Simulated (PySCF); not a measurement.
Working out the electron affinity of B

B⁻ [He] 2s2 2p2 (3P) → B [He] 2s2 2p1 (2P). Computed with PySCF 2.14 in aug-cc-pVTZ, with the non-relativistic Hamiltonian (point nucleus). Frozen: 1s2. Energies in hartree (1 hartree = 27.21139 eV):

```csv
part,B⁻ (lower),B (upper)
UHF,-24.520947,-24.532172
MP2 opposite-spin,-0.049430,-0.041163
MP2 same-spin,-0.013831,-0.003242
```

**Question.** What does Hartree-Fock give?

**Answer.** (-24.532172) − (-24.520947) = -0.011225 hartree = -0.305 eV.

**Question.** What do MP2 and SCS-MP2 (6/5 opposite-spin, 1/3 same-spin) give?

**Answer.** The opposite-spin parts differ by 0.225 eV and the same-spin parts by 0.288 eV. MP2: -0.305 + (0.225) + (0.288) = 0.208 eV. SCS-MP2: -0.305 + 1.2 × (0.225) + (0.288)/3 = 0.061 eV.

A first-order spin-orbit estimate adds 0.000 eV to MP2 (valence), giving 0.208 eV against 0.280 eV (measured; photodetachment measurements, as compiled on the Wikipedia data page of electron affinities).

What remains against the reference includes basis incompleteness, the frozen core and correlation beyond second order.
